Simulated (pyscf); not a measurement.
Multi-bond step: H₂N–SiH₂–NH₂ (SMILES N[SiH2]N) + NH₃ (SMILES N) → H₂N–SiH: (SMILES N[SiH]) [singlet] + NH₃ (SMILES N) + NH₃ (SMILES N)

Gas phase, singlet surface, charge 0. Bonds broken: Si2–N3, Si2–H11, H6–N10. Bonds formed: N3–H6, N10–H11. PySCF, gas phase, ωB97X-D3(BJ)/def2-SVP geometries.

Transition state (Å):

```xyz
13

N      1.4183    -1.2755    -0.7009
Si     0.4623    -0.2933     0.4120
N      0.6978     1.4840    -0.2025
H      0.9783    -2.0834    -1.1264
H      2.4068    -1.4500    -0.5482
H     -0.9099     1.8159    -0.1218
H      1.3203    -0.1862     1.6690
H      1.0263     1.4449    -1.1711
H      1.4072     2.0107     0.3089
N     -1.9200     1.4059     0.0457
H     -1.4527     0.3469     0.2765
H     -2.3974     1.8174     0.8474
H     -2.5127     1.4232    -0.7840
```

One imaginary mode, 645i cm⁻¹; descent along it reached the two sides named, in the forms told below.

| bond | change | reactant side (Å) | saddle | product side |
|---|---|---|---|---|
| Si2–N3 | breaks | 1.747 | 1.895 | 2.064 |
| Si2–H11 | breaks | 1.488 | 2.024 | 2.9 |
| H6–N10 | breaks | 1.024 | 1.103 | 1.931 |
| N3–H6 | forms | 2.256 | 1.644 | 1.039 |
| N10–H11 | forms | 3.1 | 1.180 | 1.027 |

Electronic energies relative to the separated reactants (kJ/mol):

```
level                   barrier  reaction energy  reverse barrier
----------------------  -------  ---------------  ---------------
ωB97X-D3(BJ)/def2-TZVP    218.3           +230.1            -11.8
PBE/def2-TZVP             173.1           +198.2            -25.0
r²SCAN/def2-TZVP          200.1           +227.5            -27.4
B3LYP-D3(BJ)/def2-TZVP    204.1           +210.1             -6.1
PBE0-D3(BJ)/def2-TZVP     190.4           +220.5            -30.1
M06-2X/def2-TZVP          217.8           +221.0             -3.2
ωB97M-D3(BJ)/def2-TZVP    214.9           +210.0              5.0
HF/def2-TZVP              307.3           +220.7             86.6
```

With ωB97M-D3(BJ)/def2-TZVP energies and thermal terms (ideal gas, 1 atm, RRHO with modes under 100 cm⁻¹ raised to 100, one conformer, R ln 2 for chiral ones without a mode under 150 cm⁻¹), in kJ/mol:

| T (K) | ΔH‡ | ΔG‡ | ΔH | ΔG |
|---|---|---|---|---|
| 298 | 213.1 | 258.6 | +210.9 | +168.6 |
| 600 | 213.1 | 304.9 | +207.1 | +126.9 |
| 900 | 215.1 | 350.4 | +201.7 | +88.0 |
| 1200 | 217.9 | 395.1 | +196.0 | +50.9 |

On the product side the descent ends in an adduct with a N–Si contact, 105.5 kJ/mol under the separated species and 93.6 kJ/mol under the saddle at ωB97X-D3(BJ)/def2-TZVP. At ωB97X-D3(BJ)/def2-TZVP, PBE, r²SCAN, B3LYP-D3(BJ), PBE0-D3(BJ), M06-2X the saddle lies under the separated products, which points to a path from their complex (located at ωB97X-D3(BJ) alone), and parting the products costs more than the saddle. What is counted as broken (N–Si) persists as a longer contact in the product adduct; parting that adduct is a step of its own. The same reactants have a lower exit, to H₂N–SiH(NH₂)–NH₂ + H₂ (barrier +120.7 kJ/mol at ωB97M-D3(BJ)/def2-TZVP, against +214.9 kJ/mol here). One saddle was located; it need not be the lowest between these sides.
